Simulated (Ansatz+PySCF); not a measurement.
Two shapes of triplet HO2F in separate pieces.

Shape 1:

```xyz
4

O     0.0000    0.0000   -0.5941
O     0.0000    0.0000    0.5941
H    30.0000    0.0000   -2.9815
F    30.0000    0.0000    0.3313
```

Shape 2:

```xyz
4

O     0.0000    0.0000   -2.1389
O     0.0000    0.0000    2.1389
H    30.0000    0.0000   -0.8282
F    30.0000    0.0000    0.0920
```

Basis set: 6-31G (spherical functions). Left uncorrelated: 3 orbitals. Charge 0, multiplicity 3.

Computed with Ansatz (development build ahead of 0.2.0); each method stands on the lowest determinant of its kind that the runs found.

Task: Which shape is lower in energy, and by how much in each method?

Result:

```json
{"method": "UHF", "E(2) − E(1) (eV)": "-2.607"}
{"method": "UHF-MP2", "E(2) − E(1) (eV)": "-0.385"}
{"method": "UHF-CCSD", "E(2) − E(1) (eV)": "-1.598"}
```

Shape 2 is lower. Caution: the unrestricted determinant is a mixture of spin states. Caution for UHF-MP2, UHF-CCSD: large amplitudes, a single reference is doubtful. Caution for UHF-MP2: another reference gives a lower total.
